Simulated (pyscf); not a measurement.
# Four-centre exchange: H₃Sn–SnH₃ + HCl → Cl–SnH₂–SnH₃ + H₂

Gas phase, singlet surface, charge 0. Bonds broken: Sn1–H3, Cl9–H10. Bonds formed: Sn1–Cl9, H3–H10. Structures and frequencies: ωB97X-D3(BJ)/def2-SVP in PySCF.

Transition state (Å):

```xyz
10

Sn    -1.4000    -0.3031     0.4054
Sn     0.7505     1.2972    -0.1515
H     -1.0906    -1.0674    -1.4074
H     -2.6876     0.6630     0.9613
H     -1.0334    -1.6557     1.3628
H      1.1771     2.2228     1.2212
H      2.0823     0.3390    -0.6214
H      0.3452     2.3570    -1.4263
Cl    -3.5109    -1.6343    -0.8481
H     -1.9941    -1.3955    -1.3960
```

One imaginary mode, 1181i cm⁻¹; descent along it reached the two sides named.

```
bond     change  reactant side (Å)  saddle  product side
-------  ------  -----------------  ------  ------------
Sn1–H3   breaks              1.713   1.991           4.3
Cl9–H10  breaks              1.284   1.630           2.8
Sn1–Cl9   forms                3.7     2.8         2.364
H3–H10    forms                2.6   0.961         0.761
```

Electronic energies relative to the separated reactants (kcal/mol):

```
level                   barrier  reaction energy  reverse barrier
----------------------  -------  ---------------  ---------------
ωB97X-D3(BJ)/def2-TZVP     28.2            -20.6             48.8
PBE/def2-TZVP              22.7            -16.9             39.7
r²SCAN/def2-TZVP           24.1            -18.5             42.6
B3LYP-D3(BJ)/def2-TZVP     26.2            -18.7             44.9
PBE0-D3(BJ)/def2-TZVP      25.5            -17.2             42.7
M06-2X/def2-TZVP           25.5            -22.3             47.8
ωB97M-D3(BJ)/def2-TZVP     30.7            -16.4             47.1
HF/def2-TZVP               44.2            -16.3             60.5
```

With ωB97M-D3(BJ)/def2-TZVP energies and thermal terms (ideal gas, 1 atm, RRHO with modes under 100 cm⁻¹ raised to 100, one conformer, R ln 2 for rigid chiral ones), in kcal/mol:

```tsv
T (K)	ΔH‡	ΔG‡	ΔH	ΔG
298	29.9	38.8	-17.0	-16.2
600	29.8	47.9	-16.3	-15.7
900	30.2	56.9	-15.9	-15.5
1200	30.6	65.8	-15.7	-15.4
```

This is the saddle that the search found; another between the same sides may lie lower. Elements past Kr carry the def2 core potentials, without spin-orbit coupling.
